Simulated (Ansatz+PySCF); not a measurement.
A calculation with Ansatz (development build ahead of 0.2.0).

```yaml
crystal:
  periodic: [false, false, false]
  atoms:
    - { symbol: "N", position_ang: [0.0, 0.0, -1.30375] }
    - { symbol: "N", position_ang: [0.0, 0.0, 1.30375] }
basis:
  gaussian: { orbitals: STO-3G }
total_charge: 1
magnetization:
  initial_magnetization: 1
hamiltonian:
  xc: hf
correlation:
  method: mp2
  frozen_orbitals: { "N": 1 }
scf:
  omitted_lower_state_checks: [atomic_configurations, cluster_reference, orbital_swaps, given_window_search, neighbouring_geometries, increment]
```

The input is written out in the form of the current development build from the run's settings. Correlation on restricted open-shell orbitals is semicanonical, with singles.

Results

```
Converged                       : yes
Reference energy                : -106.73574 hartree
Correlation energy              : -0.06387 hartree
Total energy                    : -106.79961 hartree
Spin squared of the determinant : 0.750
```

Caution: bonds are stretched, where a single reference can fail; an unrestricted determinant lies well below; the charge can sit on one fragment and break the point group; the determinant may break the point group; another reference gives a lower total.
